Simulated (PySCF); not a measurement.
# singlet AlHF+: levels of theory compared

Wanted: a comparison of 6 runs (wB97X-V/STO-3G, BCCD(T)/STO-3G, CCSDT/STO-3G, CCSDTQ/STO-3G, NEVPT2(2,2)/STO-3G, CCSD(T)/STO-3G) of singlet AlHF+. 

The results are computed with PySCF 2.14.0.

9 further runs of the same task are left out: 9 set aside as unsound or not needed.

**1. The system as given**

The species is AlHF+ (3 atoms), meant as a singlet with charge +1. SMILES of the parent species: `[F][AlH]`. The shape is that of a PBE0-D4/def2-TZVP optimisation. That shape belongs to the parent species and isn't relaxed for this state.

Bond lengths: F1–Al2 1.656 Å, Al2–H3 1.607 Å. Angles: F1–Al2–H3 115.5°.

**2. The energy at wB97X-V/STO-3G (run 1)**

The input, calc.py:

```python
from pyscf import gto, dft

system = gto.Mole()
system.atom = [
    ('F', (0.907100, 0.893200, 0.585600)),
    ('Al', (-0.432500, 0.318000, -0.199500)),
    ('H', (-0.485400, -1.276100, -0.399300)),
]
system.max_memory = 1860
system.basis = 'sto-3g'
system.charge = 1
system.verbose = 3
system.build()

mf = dft.RKS(system)
mf.xc = 'wb97x-v'
mf.nlcgrids.level = 1
mf.grids.level = 5
mf.conv_tol = 1e-10
mf.kernel()
if not mf.converged:
    mf = mf.newton().run(mf.mo_coeff, mf.mo_occ)

energy = mf.e_tot
print(f'total energy: {energy:.8f} hartree')
```

Run with:

```bash
$ OMP_NUM_THREADS=1 python calc.py
```

The log of the run:

```text
converged SCF energy = -338.206860305409
total energy: -338.20686031 hartree
```

It took 16 s on 1 thread of Arm Neoverse N1, shared host; peak memory 0.17 GiB.

**3. A single-point energy at BCCD(T)/STO-3G (run 2)**

The input, input.xyz:

```xyz
3

F      0.907100     0.893200     0.585600
Al    -0.432500     0.318000    -0.199500
H     -0.485400    -1.276100    -0.399300
```

The input, calc.py:

```python
from pyscf import gto, cc
from pyscf.cc.bccd import bccd_kernel_

molecule = gto.M(
    atom='input.xyz',
    spin=0,
    basis='sto-3g',
    verbose=4,
    charge=1,
    max_memory=1860,
)

mf = molecule.RHF()
mf.conv_tol = 1e-10
mf.kernel()
if not mf.converged:
    mf = mf.newton().run(mf.mo_coeff, mf.mo_occ)

mycc = cc.CCSD(mf, frozen=6).run()
mycc = bccd_kernel_(mycc, diis=True)
e_t = mycc.ccsd_t()
e_tot = mycc.e_tot + e_t
print('E = %.10f Eh' % e_tot)
```

Run with:

```bash
$ OMP_NUM_THREADS=1 python calc.py
```

The log of the run:

```text
PySCF version 2.14.0

[INPUT] num. atoms = 3
[INPUT] num. electrons = 22
[INPUT] charge = 1
[INPUT] spin (= nelec alpha-beta = 2S) = 0
[INPUT] symmetry False subgroup None
[INPUT] Mole.unit = angstrom
[INPUT] Symbol           X                Y                Z      unit          X                Y                Z       unit  Magmom
[INPUT]  1 F      0.907100000000   0.893200000000   0.585600000000 AA    1.714170567593   1.687903374462   1.106623618545 Bohr   0.0
[INPUT]  2 Al    -0.432500000000   0.318000000000  -0.199500000000 AA   -0.817306548874   0.600932907612  -0.377000361851 Bohr   0.0
[INPUT]  3 H     -0.485400000000  -1.276100000000  -0.399300000000 AA   -0.917273060864  -2.411479507557  -0.754567641539 Bohr   0.0

nuclear repulsion = 43.3969465141513
number of shells = 9
number of NR pGTOs = 45
number of NR cGTOs = 15
basis = sto-3g
ecp = {}

[... 39 lines left out ...]
converged SCF energy = -337.425788892449
[... 12 lines left out ...]
Init t2, MP2 energy = -337.486465665761  E_corr(MP2) -0.0606767733124238
[... 15 lines left out ...]
CCSD converged
[... 29 lines left out ...]
CCSD converged
[... 28 lines left out ...]
CCSD converged
[... 25 lines left out ...]
CCSD converged
[... 22 lines left out ...]
CCSD converged
[... 3 lines left out ...]
******** <class 'pyscf.cc.ccsd.CCSD'> ********
CC2 = 0
CCSD nocc = 5, nmo = 9
frozen orbitals 6
max_cycle = 50
direct = 0
conv_tol = 1e-07
conv_tol_normt = 1e-05
diis_space = 6
diis_start_cycle = 0
diis_start_energy_diff = 1e+09
Init E_corr(CCSD) = -0.0869779191431092
cycle = 1  E_corr(CCSD) = -0.0869785884409978  dE = -6.69297889e-07  norm(t1,t2) = 9.40125e-06
cycle = 2  E_corr(CCSD) = -0.0869780089966696  dE = 5.79444328e-07  norm(t1,t2) = 2.80465e-06
cycle = 3  E_corr(CCSD) = -0.0869782618241347  dE = -2.52827465e-07  norm(t1,t2) = 1.88205e-06
cycle = 4  E_corr(CCSD) = -0.0869782325700643  dE = 2.92540704e-08  norm(t1,t2) = 6.83778e-07
CCSD converged
E(CCSD) = -337.5013825307371  E_corr = -0.08697823257006429
BCC iter:    4  E:    -337.501382530737  dE:    5.199e-08  |t1|:    9.889e-07
CCSD(T) correction = -0.0115679240742941
E = -337.5129504548 Eh
```

Wall time 1.6 s (1 thread of Arm Neoverse N1, shared host); peak memory 0.12 GiB.

Runs 3 to 5 aren't shown in full; the table further down has their settings and results.

**4. The energy at CCSD(T)/STO-3G (run 6)**

The input, calc.py:

```python
from pyscf import gto, scf, cc

mol = gto.M(
    atom='''
F      1.714171     1.687903     1.106624
Al    -0.817307     0.600933    -0.377000
H     -0.917273    -2.411480    -0.754568
''',
    basis='sto-3g',
    unit='bohr',
    max_memory=1860,
    charge=1,
    verbose=4,
)

myscf = scf.RHF(mol)
myscf.conv_tol = 1e-10
myscf.kernel()
if not myscf.converged:
    myscf = myscf.newton().run(myscf.mo_coeff, myscf.mo_occ)

mycc = cc.CCSD(myscf, frozen=6)
mycc.kernel()
e_t = mycc.ccsd_t()
e_tot = mycc.e_tot + e_t
print('Final energy', e_tot)
```

Run with:

```bash
$ OMP_NUM_THREADS=1 python calc.py
```

The log of the run:

```text
PySCF version 2.14.0

[INPUT] num. atoms = 3
[INPUT] num. electrons = 22
[INPUT] charge = 1
[INPUT] spin (= nelec alpha-beta = 2S) = 0
[INPUT] symmetry False subgroup None
[INPUT] Mole.unit = bohr
[INPUT] Symbol           X                Y                Z      unit          X                Y                Z       unit  Magmom
[INPUT]  1 F      0.907100228820   0.893199801844   0.585600201857 AA    1.714171000000   1.687903000000   1.106624000000 Bohr   0.0
[INPUT]  2 Al    -0.432500238725   0.318000048890  -0.199499808517 AA   -0.817307000000   0.600933000000  -0.377000000000 Bohr   0.0
[INPUT]  3 H     -0.485399967792  -1.276100260589  -0.399300189689 AA   -0.917273000000  -2.411480000000  -0.754568000000 Bohr   0.0

nuclear repulsion = 43.3969386997183
number of shells = 9
number of NR pGTOs = 45
number of NR cGTOs = 15
basis = sto-3g
ecp = {}

[... 39 lines left out ...]
converged SCF energy = -337.425788802968
[... 12 lines left out ...]
Init t2, MP2 energy = -337.486465590553  E_corr(MP2) -0.0606767875853523
[... 15 lines left out ...]
CCSD converged
[... 2 lines left out ...]
Final energy -337.5133024957625
```

Run time: 0.97 s. Hardware: 1 thread of Arm Neoverse N1, shared host; peak memory 0.1 GiB.

**5. Overview of the runs**

| run | level | integration grid | nlc grid | energy (Eh) | HOMO energy (eV) | LUMO energy (eV) | HOMO–LUMO gap (eV) | wall time |
| --- | --- | --- | --- | --- | --- | --- | --- | --- |
| 1 | wB97X-V/STO-3G | 5 | 1 | -338.206860 | -16.18 | -5.47 | 10.72 | 16 s |
| 2 | BCCD(T)/STO-3G | – | – | -337.512950 | – | – | – | 1.6 s |
| 3 | CCSDT/STO-3G | – | – | -337.514203 | -17.88 | -4.07 | 13.81 | 1.4 s |
| 4 | CCSDTQ/STO-3G | – | – | -337.514577 | -17.88 | -4.07 | 13.81 | 9.6 s |
| 5 | NEVPT2(2,2)/STO-3G | – | – | -337.496288 | -17.88 | -4.07 | 13.81 | 1.3 s |
| 6 | CCSD(T)/STO-3G | – | – | -337.513302 | -17.88 | -4.07 | 13.81 | 0.97 s |

**6. Results**

| quantity | value |
| --- | --- |
| run 6: total energy | -337.51330 Eh |
| run 6: HOMO energy (Hartree–Fock orbitals) | -17.88 eV |
| run 6: LUMO energy (Hartree–Fock orbitals) | -4.07 eV |
| run 6: HOMO–LUMO gap (Hartree–Fock orbitals) | 13.81 eV |
| run 6: correlation energy (6 core orbitals frozen) | -87.5 mEh |
| run 6: (T) correction | -8.89 mEh |
| run 6: T1 diagnostic | 0.038 |

In words: In run 6 the T1 diagnostic is large, so a single reference may not serve. In runs 1, 2, 3, 4, 5, 6 the basis is minimal, so the values are rough. All runs together took 31 s, the longest 16 s.
